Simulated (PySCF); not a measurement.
# Isomers

Structures of CH4Si2, closed shell, relaxed at PBE0-D4/def2-TZVP (vibrations not checked; lower isomers may exist, and structures with a doubtful reference or unclear bonds are left out). Computed with PySCF 2.14 with density fitting (its default auxiliary sets; JK sets also for MP2 and CCSD(T)) (basis: def2-TZVPP); correlated methods freeze the cores. B3LYP uses VWN-RPA correlation.

Rank them by CCSD(T) energy, lowest first, and give each one's height above the lowest. Links in brackets join atoms within 1.22 times the sum of their covalent radii (1.1 for two metals). (An estimate is asked for; the value comes from the calculation.)
A.
a complex of CH₂Si₂ ([Si][C][SiH2]) + H₂
```
7
angstrom
Si -1.6096 -2.0355 -0.2752
C -0.6967 -0.6376 -0.2372
Si 0.1722 0.8094 -0.2474
H 2.5087 -0.1449 1.3444
H 1.1588 1.1962 -1.2864
H 0.0469 1.8796 0.7732
H 2.9208 0.4792 1.3301
```
B.
CH₄Si₂ ([CH]1[SiH][SiH2]1)
```
7
angstrom
C 0.0694 0.2574 -0.8953
Si -1.1996 -0.6550 -0.2002
Si 0.5596 0.1022 0.8858
H -2.4638 -1.2709 -0.6890
H 0.4769 0.7162 -1.7859
H 0.5111 1.2715 1.8071
H 1.6970 -0.7638 1.3028
```
C.
CH₄Si₂ ([H]1[Si]2[CH2][SiH]12)
```
7
angstrom
C -0.8201 -0.7773 -0.5523
Si 0.2899 0.6690 -0.7887
Si 0.3984 -0.5991 1.0297
H -1.8915 -0.7306 -0.3655
H -0.1109 1.9526 -1.4318
H 0.0340 1.0436 0.8412
H -0.5473 -1.6501 -1.1421
```

The calculation gives: B (0.0 kJ/mol), C (3.9 kJ/mol), A (137.0 kJ/mol). Heights count from the lowest.

Do PBE-D4, r2SCAN-D4, PBE0-D4, B3LYP-D4, wB97M-V, HF, MP2 give the same order? (Judge from chemistry; the calculation decides.)

By the calculation: Lowest first: PBE-D4 C < B < A; PBE0-D4 C < B < A; wB97M-V C < B < A. The others agree with CCSD(T).

The T1 diagnostic stays at or below 0.019. The restricted Hartree–Fock reference is unstable towards an unrestricted one at one or more of these structures.

For scale, one of the runs: CCSD(T)/def2-TZVPP, 171 basis functions, launched by `OMP_NUM_THREADS=2 python run.py`. Time: 4.2 min of wall clock on 2 CPU threads of an Arm Neoverse V1; the host was shared. Peak host memory: 1.1 GiB.
